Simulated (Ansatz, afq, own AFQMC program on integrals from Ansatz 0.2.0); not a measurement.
Two steps: Ansatz 0.2.0 writes the Fock matrix and Cholesky factors of the valence space, and afq projects on them the lowest state that overlaps trial and start.

```yaml
crystal:
  periodic: [false, false, false]
  atoms:
    - {symbol: Al, position_ang: [0.000000, 0.000000, 0.653528]}
    - {symbol: O, position_ang: [0.000000, 0.000000, -1.093006]}
    - {symbol: H, position_ang: [0.000000, -1.622098, -0.072304]}
    - {symbol: H, position_ang: [0.000000, 1.622098, -0.072304]}
basis:
  gaussian: {orbitals: cc-pVDZ}
magnetization: {spin_polarized: false, initial_magnetization: 3}
correlation: {method: ccsd_t, electrons: outside_noble_gas, hamiltonian_folder: ham}
```

```sh
$ ansatz run in.yaml --threads 1 --pin off --events-out ev --progress --plain --max-ram 1382MiB
```

Options of the walk:

```
--method free --trial cisd --walkers 60 --time-step 0.03 --max-blocks 80 --target-error 0.0004 --factor-cut 1e-05 --seed 2862 --times 0,0.21,0.42,0.81,1.2,1.8,2.4,3 --taylor-order 8
```

Times are imaginary, in 1/Eh. The walk had a cap of 1161 s.

afq prints:

```
orbitals 36  electrons 7 4  factors 266 of 397
reference energy -317.72512233 Eh
CCSD correlation -0.26633139 Eh in 15 cycles, weight of the determinant in the CISD state 0.7999
repeat  energy at the last time / Eh  error
    10  -318.007053  0.002780
    20  -318.004975  0.001623
    30  -318.002997  0.001422
    40  -318.002227  0.001193
    50  -318.002459  0.001104
    60  -318.002880  0.001028
    70  -318.002961  0.000963
    80  -318.002847  0.000869
time / (1/Eh)  energy / Eh  error  mean overlap
  0.00  -317.991443  0.000311  1.2508
  0.21  -317.996533  0.000486  1.2472
  0.42  -317.998512  0.000499  1.2508
  0.81  -318.000545  0.000520  1.2564
  1.20  -318.001060  0.000743  1.2582
  1.80  -318.003531  0.000624  1.2319
  2.40  -318.002253  0.000790  1.2480
  3.00  -318.002847  0.000869  1.2522
energy -318.002847 +/- 0.000869 Eh
```

The run passed its tests (error under three times the target), which doesn't prove that it has relaxed.

Against this walk (error 23.6 meV) on the same determinant: CCSD(T) 70.6 meV higher, CCSDT(Q) 14.4 meV lower (within the noise). The error is statistical, and a free projection of finite length keeps a remainder of its start.

Cautions: remainder of the start not in the error; error above the target (23.6 against 10.9 meV); lower spins were not checked; higher spins were not checked; a spin-contaminated unrestricted determinant lies lower (UHF 653 meV lower, ⟨S²⟩ 3.83); strong correlation (T1 0.069, weight of the determinant 0.80, largest double 0.07).

The walk took 5.4 min on 1 thread of Intel(R) Xeon(R) Platinum 8259CL CPU @ 2.50GHz (Skylake/Cascade Lake), with other jobs on the host. The log's last line is the free-projection energy.

CCSDT and higher add their correlation energy to the determinant of the CCSD(T) run, since their own runs factorise the integrals more tightly (a shift of under 2 meV). A walk keeps the symmetry of its determinant, which the program's search chose and which needn't be the lowest solution, so a lower state of the same spin and another symmetry isn't excluded.
